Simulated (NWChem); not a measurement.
# doublet CH2O+ at 6 levels

Aim: a comparison of 6 runs (U-revPBE/def2-TZVPP, UM06-L/def2-TZVPP, U-r2SCAN/def2-TZVPP, UB2PLYP/def2-TZVPP, UBLYP/def2-TZVPP, UPBE0/def2-TZVPP) of doublet CH2O+. 

Program for the calculation: NWChem 7.3.0.

**1. The system as given**

CH2O+ has 4 atoms, charge +1, and is taken as a doublet. SMILES of the parent species: `C=O`. The shape is that of a PBE0-D4/def2-TZVP optimisation. That shape belongs to the parent species and isn't relaxed for this state.

Bond lengths: C1–O2 1.195 Å, C1–H3 1.109 Å, C1–H4 1.109 Å. Angles: O2–C1–H3 122.0°, O2–C1–H4 122.0°, H3–C1–H4 116.0°.

**2. A single-point energy at U-revPBE/def2-TZVPP (run 1)**

ch2o.nw

```
start ch2o
title "CH2O revPBE"
memory 2200 mb
charge 1

geometry units atomic noautosym nocenter noautoz
C   -0.00529123  -0.00415740  -0.00623610
O    1.30769048   1.02876690   1.51423754
H   -1.02952279   1.05767971  -1.49382850
H   -0.27268748  -2.08228922  -0.01417295
end

basis spherical bse
* library def2-TZVPP
end

dft
xc revpbe cpbe96
mult 2
grid fine
convergence energy 1e-08
iterations 100
mulliken
print low
end

task dft
```

Run with:

```
nwchem ch2o.nw > ch2o.out
```

The log of the run:

```text
[...]
 d= 0,ls=0.0,diis     1   -113.7938738210 -1.45D+02  1.79D-02  7.61D-01     1.3
[...]
 d= 0,ls=0.0,diis    12   -114.1282138796 -3.32D-09  4.10D-08  3.57D-11    12.7
[...]
         Total DFT energy =     -114.128213879566
      One electron energy =     -211.839669344998
           Coulomb energy =       80.578235732549
    Exchange-Corr. energy =      -14.324853477562
 Nuclear repulsion energy =       31.458073210445
[...]
      Total Density - Mulliken Population Analysis
     ---------------------------------------------
    Atom       Charge   Shell Charges
 -----------   ------   -------------------------------------------------------
    1 C    6     5.68   0.86  1.11  0.59  0.56  0.07  1.26  1.00  0.12  0.03  0.07  0.01
    2 O    8     7.79   0.80  1.17  0.65  0.97  0.29  1.80  1.64  0.43  0.00  0.03  0.00
    3 H    1     0.77   0.25  0.42  0.06  0.01  0.03  0.00
    4 H    1     0.77   0.25  0.42  0.06  0.01  0.03  0.00
[...]
      <S2> =      0.7553 (Exact =     0.7500)
[...]
```

It took 14 s on 1 thread of AMD EPYC 7R13 (Zen 3), shared host; peak memory 0.11 GiB.

**3. The energy at UM06-L/def2-TZVPP (run 2)**

job.nw

```
echo
START job
TITLE "CH2O"
memory stack 880 mb heap 220 mb global 1100 mb
charge 1

GEOMETRY units angstrom noautosym nocenter noautoz
   C       -0.002800      -0.002200      -0.003300
   O        0.692000       0.544400       0.801300
   H       -0.544800       0.559700      -0.790500
   H       -0.144300      -1.101900      -0.007500
END

BASIS spherical bse
   * library def2-TZVPP
END

DFT
   xc m06-l
   mult 2
   grid fine
   convergence energy 1e-08
   iterations 100
   mulliken
   print low
END

TASK dft energy
```

Run with:

```
nwchem job.nw > job.out
```

The log of the run:

```text
[...]
 d= 0,ls=0.0,diis     1   -113.8142421459 -1.45D+02  1.46D-02  7.42D-01     1.4
[...]
 d= 0,ls=0.0,diis    12   -114.1420233361 -7.71D-09  1.83D-07  5.50D-10    15.0
[...]
         Total DFT energy =     -114.142023336118
      One electron energy =     -211.882046158794
           Coulomb energy =       80.639940005349
    Exchange-Corr. energy =      -14.357992647707
 Nuclear repulsion energy =       31.458075465033
[...]
      Total Density - Mulliken Population Analysis
     ---------------------------------------------
    Atom       Charge   Shell Charges
 -----------   ------   -------------------------------------------------------
    1 C    6     5.60   0.86  1.11  0.58  0.57  0.03  1.23  1.02  0.08  0.03  0.07  0.01
    2 O    8     7.86   0.80  1.17  0.65  1.00  0.34  1.77  1.72  0.38  0.00  0.03  0.00
    3 H    1     0.77   0.24  0.44  0.04  0.01  0.03  0.00
    4 H    1     0.77   0.24  0.44  0.04  0.01  0.03  0.00
[...]
      <S2> =      0.7578 (Exact =     0.7500)
[...]
```

Run time: 16 s. Hardware: 1 thread of AMD EPYC 7R13 (Zen 3), shared host; peak memory 0.11 GiB.

**4. A single-point energy at U-r2SCAN/def2-TZVPP (run 3)**

mymol.nw

```
start mymol
memory stack 880 mb heap 220 mb global 1100 mb
charge 1

geometry units bohr noautosym nocenter noautoz
C   -0.00529123  -0.00415740  -0.00623610
O    1.30769048   1.02876690   1.51423754
H   -1.02952279   1.05767971  -1.49382850
H   -0.27268748  -2.08228922  -0.01417295
end

basis spherical bse
C library def2-TZVPP
O library def2-TZVPP
H library def2-TZVPP
end

dft
xc r2scan
mult 2
grid fine
convergence energy 1e-08
iterations 100
mulliken
print medium
end

task dft
```

Run with:

```
nwchem mymol.nw > mymol.out
```

The log of the run:

```text
[...]
          Wavefunction type:  spin polarized.
          No. of atoms     :     4
          No. of electrons :    15
[...]
          Charge           :     1
          Spin multiplicity:     2
[...]
          AO basis - number of functions:    90
[...]
              XC Information
              --------------
                      r^2SCAN Method XC Functional
               r^2SCAN metaGGA Exchange Functional  1.000
                     r^2SCAN Correlation Potential  1.000
[...]
 d= 0,ls=0.0,diis     1   -113.7675016834 -1.45D+02  1.28D-02  7.45D-01     1.4
[...]
 d= 0,ls=0.0,diis    12   -114.0947572715 -2.34D-09  1.94D-07  3.68D-10    14.6
[...]
         Total DFT energy =     -114.094757271466
      One electron energy =     -211.828265068893
           Coulomb energy =       80.572408460717
    Exchange-Corr. energy =      -14.296973873735
 Nuclear repulsion energy =       31.458073210445
[...]
      Total Density - Mulliken Population Analysis
     ---------------------------------------------
    Atom       Charge   Shell Charges
 -----------   ------   -------------------------------------------------------
    1 C    6     5.66   0.86  1.11  0.58  0.59  0.05  1.23  1.02  0.10  0.03  0.07  0.01
    2 O    8     7.80   0.80  1.17  0.65  0.96  0.31  1.79  1.67  0.41  0.00  0.03  0.00
    3 H    1     0.77   0.24  0.43  0.05  0.01  0.03  0.00
    4 H    1     0.77   0.24  0.43  0.05  0.01  0.03  0.00
[...]
      <S2> =      0.7610 (Exact =     0.7500)
[...]
```

Wall time 15 s (1 thread of AMD EPYC 7R13 (Zen 3), shared host); peak memory 0.11 GiB.

Runs 4 to 5 aren't shown in full; the table further down has their settings and results.

**5. A single-point energy at UPBE0/def2-TZVPP (run 6)**

ch2o.nw

```
start ch2o
title "CH2O"
memory 2200 mb
charge 1
geometry noautosym nocenter noautoz
   C     -0.002800    -0.002200    -0.003300
   O      0.692000     0.544400     0.801300
   H     -0.544800     0.559700    -0.790500
   H     -0.144300    -1.101900    -0.007500
end
basis spherical bse
   * library def2-TZVPP
end
dft
   xc pbe0
   mult 2
   grid fine
   convergence energy 1e-08
   maxiter 100
   mulliken
end
task dft energy
```

Run with:

```
nwchem ch2o.nw > ch2o.out
```

The log of the run:

```text
[...]
          Wavefunction type:  spin polarized.
          No. of atoms     :     4
          No. of electrons :    15
[...]
          Charge           :     1
          Spin multiplicity:     2
[...]
          AO basis - number of functions:    90
[...]
              XC Information
              --------------
                         PBE0 Method XC Functional
                     Hartree-Fock (Exact) Exchange  0.250
          PerdewBurkeErnzerhof Exchange Functional  0.750
            Perdew 1991 LDA Correlation Functional  1.000 local
           PerdewBurkeErnz. Correlation Functional  1.000 non-local
[...]
 d= 0,ls=0.0,diis     1   -113.6953832959 -1.45D+02  1.10D-02  7.53D-01     1.2
[...]
 d= 0,ls=0.0,diis    12   -114.0243479616 -5.48D-09  3.64D-07  1.09D-09    12.6
[...]
         Total DFT energy =     -114.024347961589
      One electron energy =     -211.802822579485
           Coulomb energy =       80.541576178153
    Exchange-Corr. energy =      -14.221177025290
 Nuclear repulsion energy =       31.458075465033
[...]
      Total Density - Mulliken Population Analysis
     ---------------------------------------------
    Atom       Charge   Shell Charges
 -----------   ------   -------------------------------------------------------
    1 C    6     5.69   0.86  1.11  0.58  0.58  0.07  1.24  1.02  0.12  0.03  0.07  0.01
    2 O    8     7.79   0.79  1.18  0.64  0.98  0.29  1.79  1.67  0.42  0.00  0.03  0.00
    3 H    1     0.76   0.24  0.43  0.05  0.01  0.03  0.00
    4 H    1     0.76   0.24  0.43  0.05  0.01  0.03  0.00
[...]
      <S2> =      0.7596 (Exact =     0.7500)
[...]
```

It took 14 s on 1 thread of AMD EPYC 7R13 (Zen 3), shared host; peak memory 0.1 GiB.

**6. The series**

| run | level | frozen core orbitals | energy (Eh) | ⟨S²⟩ | wall time |
| --- | --- | --- | --- | --- | --- |
| 1 | U-revPBE/def2-TZVPP | – | -114.128214 | 0.755 | 14 s |
| 2 | UM06-L/def2-TZVPP | – | -114.142023 | 0.758 | 16 s |
| 3 | U-r2SCAN/def2-TZVPP | – | -114.094757 | 0.761 | 15 s |
| 4 | UB2PLYP/def2-TZVPP | 2 | -114.069053 | 0.767 | 18 s |
| 5 | UBLYP/def2-TZVPP | – | -114.137094 | 0.755 | 13 s |
| 6 | UPBE0/def2-TZVPP | – | -114.024348 | 0.760 | 14 s |

**7. Outcome**

| quantity | value |
| --- | --- |
| run 6: total energy | -114.02435 Eh |
| run 6: HOMO energy (highest over α and β) | -19.26 eV |
| run 6: LUMO energy (lowest over α and β) | -13.68 eV |
| run 6: ⟨S²⟩ | 0.760 |

What this shows: Totals of different functionals can't be ranked against each other. All runs together took 89 s, the longest 18 s.
